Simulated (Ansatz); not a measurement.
## Relaxing Na

Method: Ansatz 0.2.0, DFT r2SCAN, scalar-relativistic, plane waves, PAW.

The start is a database structure of Na, space group Pm-3n (No. 223).

Input of the last, converged step (default PAW datasets):

```yaml
crystal:
  lattice:
    - [6.696688, 0.0, 0.0]
    - [0.0, 6.696688, 0.0]
    - [0.0, 0.0, 6.696688]
  atoms:
    - { symbol: Na, position: [0.0, 0.0, 0.0] }
    - { symbol: Na, position: [0.5, 0.25, 0.0] }
    - { symbol: Na, position: [0.5, 0.75, 0.0] }
    - { symbol: Na, position: [0.0, 0.5, 0.25] }
    - { symbol: Na, position: [0.25, 0.0, 0.5] }
    - { symbol: Na, position: [0.75, 0.0, 0.5] }
    - { symbol: Na, position: [0.5, 0.5, 0.5] }
    - { symbol: Na, position: [0.0, 0.5, 0.75] }
basis:
  ecutwfc: 500
kpoints:
  mp_grid: { grid: [6, 6, 6] }
hamiltonian:
  xc: r2scan
scf:
  occupations: { method: gaussian, width: 0.1 }
output:
  forces: true
  stress: true
  eigenvalues: true
relax:
  adjacent_minimum: "off"
  f_tol: 0.01
  max_steps: 80
  cell: { stress_tol: 0.05 }
```

It can be run as:

```bash
ansatz run input.yaml --threads 1 --pin off --backend cpu --events-out ev --progress --plain --runs-dir out  # memory cap (--max-ram) not shown
```

End of the output:

```
SCF converged after 6 iterations
Free energy (F): -11908.796380 eV
Harris-Foulkes:  -11908.796380 eV  (|F-HF|=3.64e-11)
Internal energy: -11908.773236 eV  (E = F + TS)
E sigma→0 (E₀):  -11908.784808 eV
Entropy (-TS):   -0.023144 eV (-2.893 meV/atom)
Fermi energy:    1.660461 eV
--- Per-component energies (eV) ---
  E_band       = -2026.655798
  E_kinetic    = 960.785921
  E_local      = -11639.362790  (includes V_loc(G=0)·N_el)
  E_nonlocal   = 927.174053
  E_hartree    = 4269.780260
  E_xc         = -285.698368
  E_vxc        = -430.001280  (∫ρ·V_xc dr)
  E_paw        = -2142.021109  (= ΣΔE_a)
  E_vpaw       = -423.581026  (= ΣTr[D̂ρ^β])
  E_aug_tail   = -0.000004  (compensation charges beyond the density's cutoff)
  E_vtau       = 38.768842  (kinetic-family band-sum trace: ∫τ·v_τ [+ j·A + Jᵃ·Aᵃ] dr)
  E_ewald      = -3999.221060
  E_core_change = -0.210138  (= ΣΔE_core)
  E_smearing   = -0.023144  (= −TS)
  E_closure    =  0.000000  (closes the sum)
  Σ components = -11908.796380   (vs F -11908.796380, Δ=0.00e0)
--- Forces (eV/Å), atoms counted from 1 ---
  atom   1  Na     0.00000000     0.00000000     0.00000000
  atom   2  Na     0.00000000     0.00000000     0.00000000
  atom   3  Na     0.00000000     0.00000000     0.00000000
  atom   4  Na     0.00000000     0.00000000     0.00000000
  atom   5  Na     0.00000000     0.00000000     0.00000000
  atom   6  Na     0.00000000     0.00000000     0.00000000
  atom   7  Na     0.00000000     0.00000000     0.00000000
  atom   8  Na     0.00000000     0.00000000     0.00000000
  max |Σ_I F_I| component: 5.42e-20 eV/Å
--- Stress (GPa, compression-positive) ---
        0.001960       0.000000       0.000000
        0.000000       0.001960       0.000000
        0.000000       0.000000       0.001960
  P = ⅓ Tr σ = 0.0020 GPa (0.020 kbar)
--- Relaxed structure (3 steps of the walk, 3 accepted, 1 SCFs on fresh bases) ---
  F+E_penalty+E_count = -11908.79638010 eV   max|allowed force component| = 3.275e-19 eV/Å   (the final SCF, on the basis selected at the relaxed cell)
  cell:  # Å, volume = 303.9571 Å³
    - [6.723634, 0.000000, 0.000000]
    - [0.000000, 6.723634, 0.0]
    - [0.000000, 0.0, 6.723634]
  atoms:
    - { symbol: Na, position: [0.000000, 0.000000, 0.000000] }
    - { symbol: Na, position: [0.5, 0.25, 0.000000] }
    - { symbol: Na, position: [0.5, 0.75, 0.000000] }
    - { symbol: Na, position: [0.000000, 0.5, 0.25] }
    - { symbol: Na, position: [0.25, 0.000000, 0.5] }
    - { symbol: Na, position: [0.75, 0.000000, 0.5] }
    - { symbol: Na, position: [0.5, 0.5, 0.5] }
    - { symbol: Na, position: [0.000000, 0.5, 0.75] }
```

Absolute energies hang on the potentials; compare differences alone.

The result has space group Pm-3n (No. 223). Na on Wyckoff site a (2 atoms of the primitive cell) is coordinated by 12 Na at 3.76 Å; Na on Wyckoff site c (6 atoms of the primitive cell) is coordinated by 2 Na at 3.36 Å, 4 Na at 3.76 Å and 8 Na at 4.12 Å.

It lies 0.02 eV/atom above the element's standard state at the same level.

For metals, differences of a few meV/atom aren't resolved.

A structure relaxed within its symmetry needn't be a true minimum.